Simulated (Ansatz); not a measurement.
Nudged elastic band run: CH$_{3}$FS$_{2}$

Input:

```yaml
crystal:
  periodic: [false, false, false]
  atoms:
    - { symbol: F, position_ang: [-1.248387, -0.194127, 1.007009] }
    - { symbol: C, position_ang: [-0.602946, 0.713116, 0.202651] }
    - { symbol: S, position_ang: [0.138445, -0.039587, -1.279735] }
    - { symbol: S, position_ang: [1.784922, -1.045356, -0.47546] }
    - { symbol: H, position_ang: [-1.331837, 1.455946, -0.196878] }
    - { symbol: H, position_ang: [0.189847, 1.226655, 0.787465] }
    - { symbol: H, position_ang: [1.131256, -2.184647, -0.090952] }
basis:
  gaussian: { orbitals: def2-SVP }
hamiltonian:
  xc: pbe
  dispersion: d4
neb:
  order_check: false
  images: 5
  f_tol: 0.05
  max_iterations: 60
  initial_path: idpp
  final_atoms:
    - { symbol: F, position_ang: [-1.64708367, 0.08629972, 0.94260595] }
    - { symbol: C, position_ang: [-0.6458249, 0.68958507, 0.2279887] }
    - { symbol: S, position_ang: [-0.0796894, -0.28192529, -1.2075354] }
    - { symbol: S, position_ang: [0.99485665, -1.83374209, -0.30781534] }
    - { symbol: H, position_ang: [-1.01604279, 1.64113326, -0.22129714] }
    - { symbol: H, position_ang: [0.21706866, 0.89307649, 0.89809273] }
    - { symbol: H, position_ang: [2.23801544, -1.26242715, -0.3779395] }
```

Launched with:

```bash
$ ansatz run input.yaml --threads 1 --pin off --max-ram 2048MiB --backend cpu --events-out ev --progress --plain --runs-dir out
```

Output, in part (warnings, iteration lines, the closing report on the highest movable image, with atoms numbered from 0):

```
NEB end point (image 0): max|allowed force component| = 2.408e-3 eV/Å (the criterion of neb.relax_end_points is 1.000e-2)
NEB end point (image 6): max|allowed force component| = 1.018e-2 eV/Å (the criterion of neb.relax_end_points is 1.000e-2)
NEB iter   1: max|band force component| = 6.398e-1 eV/Å  barrier→ = 0.3435 eV  barrier← = 0.3075 eV  Δτ_max = 0.1857 Å  (183 SCF iters)
NEB iter   2: max|band force component| = 4.378e-1 eV/Å  barrier→ = 0.3176 eV  barrier← = 0.2815 eV  CI = image 3  Δτ_max = 0.1000 Å  (144 SCF iters)
NEB iter   3: max|band force component| = 2.539e-1 eV/Å  barrier→ = 0.2888 eV  barrier← = 0.2528 eV  CI = image 3  Δτ_max = 0.0294 Å  (138 SCF iters)
NEB iter   4: max|band force component| = 1.751e-1 eV/Å  barrier→ = 0.2860 eV  barrier← = 0.2500 eV  CI = image 3  Δτ_max = 0.0167 Å  (144 SCF iters)
NEB iter   5: max|band force component| = 1.044e-1 eV/Å  barrier→ = 0.2845 eV  barrier← = 0.2485 eV  CI = image 3  Δτ_max = 0.0086 Å  (148 SCF iters)
NEB iter   6: max|band force component| = 3.910e-2 eV/Å  barrier→ = 0.2841 eV  barrier← = 0.2480 eV  CI = image 3  Δτ_max = 0.0000 Å  (268 SCF iters)
Total energy: -25450.04952482 eV, -935.2720693739 hartree
Atom 0 at    -1.209456     0.581204     1.291181 Å, force    -0.015454    -0.001504     0.025796 eV/Å
Atom 1 at    -0.522044     0.894366     0.146056 Å, force     0.031179    -0.022382    -0.039139 eV/Å
Atom 2 at    -0.217901    -0.506441    -0.956281 Å, force    -0.010983    -0.000963     0.001579 eV/Å
Atom 3 at     1.318995    -1.468672     0.195274 Å, force     0.007533    -0.015345    -0.008021 eV/Å
Atom 4 at    -1.119385     1.591982    -0.483607 Å, force    -0.001521     0.014596     0.001022 eV/Å
Atom 5 at     0.445463     1.372002     0.417287 Å, force    -0.009187     0.010592     0.009004 eV/Å
Atom 6 at     1.365628    -2.532440    -0.655810 Å, force    -0.001567     0.015005     0.009760 eV/Å
Dipole moment:     0.120866     0.099143    -0.237896 e Å
```

It converged. A vibrational analysis at the climbing image gives one clearly imaginary mode, 262i cm⁻¹: a first-order saddle point.

Final band (atoms are numbered from 1 in the order of the input):

```json
{"image": "0", "path coordinate (Å)": "0.00", "energy (eV)": "0.000", "dihedral C2–S3–S4–H7 (°)": "84"}
{"image": "1", "path coordinate (Å)": "0.51", "energy (eV)": "0.058", "dihedral C2–S3–S4–H7 (°)": "110"}
{"image": "2", "path coordinate (Å)": "1.02", "energy (eV)": "0.208", "dihedral C2–S3–S4–H7 (°)": "142"}
{"image": "3", "path coordinate (Å)": "1.53", "energy (eV)": "0.284", "dihedral C2–S3–S4–H7 (°)": "175"}
{"image": "4", "path coordinate (Å)": "2.02", "energy (eV)": "0.223", "dihedral C2–S3–S4–H7 (°)": "-154"}
{"image": "5", "path coordinate (Å)": "2.50", "energy (eV)": "0.100", "dihedral C2–S3–S4–H7 (°)": "-123"}
{"image": "6", "path coordinate (Å)": "2.98", "energy (eV)": "0.036", "dihedral C2–S3–S4–H7 (°)": "-94"}
```

Run time: 34 s on 1 thread of AMD EPYC 9R45 96-Core Processor (Zen 5), on a shared host, peak memory 0.16 GiB.
